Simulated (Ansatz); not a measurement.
Ansatz (an electronic-structure program) input (B3LYP-D3(BJ)/def2-TZVP):

Ansatz 0.2 input:
```yaml
crystal:
  periodic: [false, false, false]
  atoms:
    - {symbol: C, position_ang: [0.00053452, 0.00126565, 0.33943617]}
    - {symbol: H, position_ang: [0.00225136, 0.00533085, 1.42969220]}
    - {symbol: F, position_ang: [0.00598628, 1.25541479, -0.13307438]}
    - {symbol: F, position_ang: [1.08434551, -0.63379114, -0.12772827]}
    - {symbol: F, position_ang: [-1.09093829, -0.62305973, -0.12434282]}
basis:
  gaussian:
    orbitals: def2-TZVP
hamiltonian:
  xc: b3lyp
  dispersion: d3bj
phonons: {temperatures: {t_min: 298.15, t_max: 298.15, t_step: 100}}
```

Output:

```
Functional definition: B3LYP
integrals: 0.03 GiB planned
692 factors; their error is unknown
mean field: 0.40 GiB planned
mean field evaluation 1: about -9206.3037 eV, gradient 3.9e1 eV
mean field evaluation 2: about -9204.4741 eV, gradient 5.5e1 eV
mean field evaluation 4: about -9208.1426 eV, gradient 1.0e0 eV
mean field evaluation 8: about -9208.1629 eV, gradient 3.3e-1 eV
mean field evaluation 16: about -9208.1631 eV, gradient 2.2e-5 eV
mean field -9208.16305537 eV, -338.3937507677 hartree, gradient 2.2e-5 eV, S^2 0.000000; 0 other end points of the search recorded, 0 dependent functions left out
the calculation of the forces begins
reference -9208.16320353 eV, -338.3937562127 hartree; 17, 17 occupied and 113, 113 virtual orbitals, 692 factors
these checks for a lower state are left out or cut short: stability, starts, cluster_reference, orbital_swaps, neighbouring_geometries, increment
integrals: 0.03 GiB planned
692 factors; their error is unknown
mean field: 0.39 GiB planned
mean field -9208.16290623 eV, -338.3937452870 hartree, gradient 6.0e-7 eV, S^2 0.000000; 0 other end points of the search recorded, 0 dependent functions left out
the calculation of the forces begins
reference -9208.16305438 eV, -338.3937507314 hartree; 17, 17 occupied and 113, 113 virtual orbitals, 692 factors
these checks for a lower state are left out or cut short: stability, starts, cluster_reference, orbital_swaps, neighbouring_geometries, increment
integrals: 0.03 GiB planned
692 factors; their error is unknown
mean field: 0.40 GiB planned
mean field evaluation 32: about -9208.1629 eV, gradient 5.7e-7 eV
mean field -9208.16290708 eV, -338.3937453183 hartree, gradient 5.7e-7 eV, S^2 0.000000; 0 other end points of the search recorded, 0 dependent functions left out
the calculation of the forces begins
reference -9208.16305526 eV, -338.3937507639 hartree; 17, 17 occupied and 113, 113 virtual orbitals, 692 factors
these checks for a lower state are left out or cut short: stability, starts, cluster_reference, orbital_swaps, neighbouring_geometries, increment
integrals: 0.03 GiB planned
692 factors; their error is unknown
mean field: 0.39 GiB planned
mean field -9208.16287117 eV, -338.3937439985 hartree, gradient 5.8e-7 eV, S^2 0.000000; 0 other end points of the search recorded, 0 dependent functions left out
the calculation of the forces begins
reference -9208.16301923 eV, -338.3937494398 hartree; 17, 17 occupied and 113, 113 virtual orbitals, 692 factors
these checks for a lower state are left out or cut short: stability, starts, cluster_reference, orbital_swaps, neighbouring_geometries, increment
integrals: 0.03 GiB planned
692 factors; their error is unknown
mean field: 0.40 GiB planned
mean field -9208.16286796 eV, -338.3937438805 hartree, gradient 5.9e-7 eV, S^2 0.000000; 0 other end points of the search recorded, 0 dependent functions left out
the calculation of the forces begins
reference -9208.16301623 eV, -338.3937493293 hartree; 17, 17 occupied and 113, 113 virtual orbitals, 692 factors
these checks for a lower state are left out or cut short: stability, starts, cluster_reference, orbital_swaps, neighbouring_geometries, increment
integrals: 0.03 GiB planned
692 factors; their error is unknown
mean field: 0.40 GiB planned
mean field -9208.16303549 eV, -338.3937500370 hartree, gradient 5.8e-7 eV, S^2 0.000000; 0 other end points of the search recorded, 0 dependent functions left out
the calculation of the forces begins
reference -9208.16318364 eV, -338.3937554816 hartree; 17, 17 occupied and 113, 113 virtual orbitals, 692 factors
these checks for a lower state are left out or cut short: stability, starts, cluster_reference, orbital_swaps, neighbouring_geometries, increment
integrals: 0.03 GiB planned
692 factors; their error is unknown
mean field: 0.39 GiB planned
mean field -9208.16303545 eV, -338.3937500357 hartree, gradient 5.8e-7 eV, S^2 0.000000; 0 other end points of the search recorded, 0 dependent functions left out
the calculation of the forces begins
reference -9208.16318363 eV, -338.3937554811 hartree; 17, 17 occupied and 113, 113 virtual orbitals, 692 factors
these checks for a lower state are left out or cut short: stability, starts, cluster_reference, orbital_swaps, neighbouring_geometries, increment
integrals: 0.03 GiB planned
692 factors; their error is unknown
mean field: 0.39 GiB planned
mean field evaluation 64: about -9208.1443 eV, gradient 3.3e-1 eV
mean field -9208.16299478 eV, -338.3937485412 hartree, gradient 5.8e-7 eV, S^2 0.000000; 0 other end points of the search recorded, 0 dependent functions left out
the calculation of the forces begins
reference -9208.16314302 eV, -338.3937539888 hartree; 17, 17 occupied and 113, 113 virtual orbitals, 692 factors
these checks for a lower state are left out or cut short: stability, starts, cluster_reference, orbital_swaps, neighbouring_geometries, increment
integrals: 0.03 GiB planned
692 factors; their error is unknown
mean field: 0.39 GiB planned
mean field -9208.16299150 eV, -338.3937484207 hartree, gradient 5.8e-7 eV, S^2 0.000000; 0 other end points of the search recorded, 0 dependent functions left out
the calculation of the forces begins
reference -9208.16313960 eV, -338.3937538632 hartree; 17, 17 occupied and 113, 113 virtual orbitals, 692 factors
these checks for a lower state are left out or cut short: stability, starts, cluster_reference, orbital_swaps, neighbouring_geometries, increment
integrals: 0.03 GiB planned
692 factors; their error is unknown
mean field: 0.40 GiB planned
mean field -9208.16295483 eV, -338.3937470730 hartree, gradient 5.7e-7 eV, S^2 0.000000; 0 other end points of the search recorded, 0 dependent functions left out
the calculation of the forces begins
reference -9208.16310299 eV, -338.3937525178 hartree; 17, 17 occupied and 113, 113 virtual orbitals, 692 factors
these checks for a lower state are left out or cut short: stability, starts, cluster_reference, orbital_swaps, neighbouring_geometries, increment
integrals: 0.03 GiB planned
692 factors; their error is unknown
mean field: 0.40 GiB planned
mean field -9208.16294112 eV, -338.3937465692 hartree, gradient 6.0e-7 eV, S^2 0.000000; 0 other end points of the search recorded, 0 dependent functions left out
the calculation of the forces begins
reference -9208.16308929 eV, -338.3937520144 hartree; 17, 17 occupied and 113, 113 virtual orbitals, 692 factors
these checks for a lower state are left out or cut short: stability, starts, cluster_reference, orbital_swaps, neighbouring_geometries, increment
integrals: 0.03 GiB planned
692 factors; their error is unknown
mean field: 0.39 GiB planned
mean field evaluation 96: about -9208.1629 eV, gradient 3.3e-1 eV
mean field -9208.16302698 eV, -338.3937497243 hartree, gradient 5.8e-7 eV, S^2 0.000000; 0 other end points of the search recorded, 0 dependent functions left out
the calculation of the forces begins
reference -9208.16317514 eV, -338.3937551694 hartree; 17, 17 occupied and 113, 113 virtual orbitals, 692 factors
these checks for a lower state are left out or cut short: stability, starts, cluster_reference, orbital_swaps, neighbouring_geometries, increment
integrals: 0.03 GiB planned
692 factors; their error is unknown
mean field: 0.40 GiB planned
mean field -9208.16302895 eV, -338.3937497968 hartree, gradient 5.8e-7 eV, S^2 0.000000; 0 other end points of the search recorded, 0 dependent functions left out
the calculation of the forces begins
reference -9208.16317711 eV, -338.3937552417 hartree; 17, 17 occupied and 113, 113 virtual orbitals, 692 factors
these checks for a lower state are left out or cut short: stability, starts, cluster_reference, orbital_swaps, neighbouring_geometries, increment
integrals: 0.03 GiB planned
692 factors; their error is unknown
mean field: 0.40 GiB planned
mean field -9208.16297509 eV, -338.3937478176 hartree, gradient 5.9e-7 eV, S^2 0.000000; 0 other end points of the search recorded, 0 dependent functions left out
the calculation of the forces begins
reference -9208.16312326 eV, -338.3937532625 hartree; 17, 17 occupied and 113, 113 virtual orbitals, 692 factors
these checks for a lower state are left out or cut short: stability, starts, cluster_reference, orbital_swaps, neighbouring_geometries, increment
integrals: 0.03 GiB planned
692 factors; their error is unknown
mean field: 0.39 GiB planned
mean field -9208.16296353 eV, -338.3937473925 hartree, gradient 5.8e-7 eV, S^2 0.000000; 0 other end points of the search recorded, 0 dependent functions left out
the calculation of the forces begins
reference -9208.16311169 eV, -338.3937528376 hartree; 17, 17 occupied and 113, 113 virtual orbitals, 692 factors
these checks for a lower state are left out or cut short: stability, starts, cluster_reference, orbital_swaps, neighbouring_geometries, increment
integrals: 0.03 GiB planned
692 factors; their error is unknown
mean field: 0.40 GiB planned
mean field evaluation 128: about -9208.1630 eV, gradient 5.8e-7 eV
mean field -9208.16300737 eV, -338.3937490039 hartree, gradient 5.8e-7 eV, S^2 0.000000; 0 other end points of the search recorded, 0 dependent functions left out
the calculation of the forces begins
reference -9208.16315556 eV, -338.3937544495 hartree; 17, 17 occupied and 113, 113 virtual orbitals, 692 factors
these checks for a lower state are left out or cut short: stability, starts, cluster_reference, orbital_swaps, neighbouring_geometries, increment
integrals: 0.03 GiB planned
692 factors; their error is unknown
mean field: 0.40 GiB planned
mean field -9208.16301387 eV, -338.3937492425 hartree, gradient 5.8e-7 eV, S^2 0.000000; 0 other end points of the search recorded, 0 dependent functions left out
the calculation of the forces begins
reference -9208.16316202 eV, -338.3937546869 hartree; 17, 17 occupied and 113, 113 virtual orbitals, 692 factors
these checks for a lower state are left out or cut short: stability, starts, cluster_reference, orbital_swaps, neighbouring_geometries, increment
integrals: 0.03 GiB planned
692 factors; their error is unknown
mean field: 0.39 GiB planned
mean field -9208.16302258 eV, -338.3937495626 hartree, gradient 5.8e-7 eV, S^2 0.000000; 0 other end points of the search recorded, 0 dependent functions left out
the calculation of the forces begins
reference -9208.16317077 eV, -338.3937550085 hartree; 17, 17 occupied and 113, 113 virtual orbitals, 692 factors
these checks for a lower state are left out or cut short: stability, starts, cluster_reference, orbital_swaps, neighbouring_geometries, increment
integrals: 0.03 GiB planned
692 factors; their error is unknown
mean field: 0.39 GiB planned
mean field -9208.16302537 eV, -338.3937496654 hartree, gradient 5.8e-7 eV, S^2 0.000000; 0 other end points of the search recorded, 0 dependent functions left out
the calculation of the forces begins
reference -9208.16317352 eV, -338.3937551096 hartree; 17, 17 occupied and 113, 113 virtual orbitals, 692 factors
Total energy: -9208.23606786 eV, -338.3964339274 hartree
Atom 0 at     0.000535     0.001266     0.339436 Å, force     0.000001    -0.000020     0.000477 eV/Å
Atom 1 at     0.002251     0.005331     1.429692 Å, force    -0.000001     0.000005    -0.000444 eV/Å
Atom 2 at     0.005986     1.255415    -0.133074 Å, force    -0.000001    -0.000109    -0.000011 eV/Å
Atom 3 at     1.084346    -0.633791    -0.127728 Å, force    -0.000104     0.000063    -0.000011 eV/Å
Atom 4 at    -1.090938    -0.623060    -0.124343 Å, force     0.000105     0.000062    -0.000011 eV/Å
Dipole moment:     0.000526     0.001244     0.333772 e Å
Vibrations: 500.85 500.85 693.06 1133.22 1138.28 1138.30 1388.50 1388.54 3122.27 cm⁻¹, zero-point energy 0.682153 eV
```
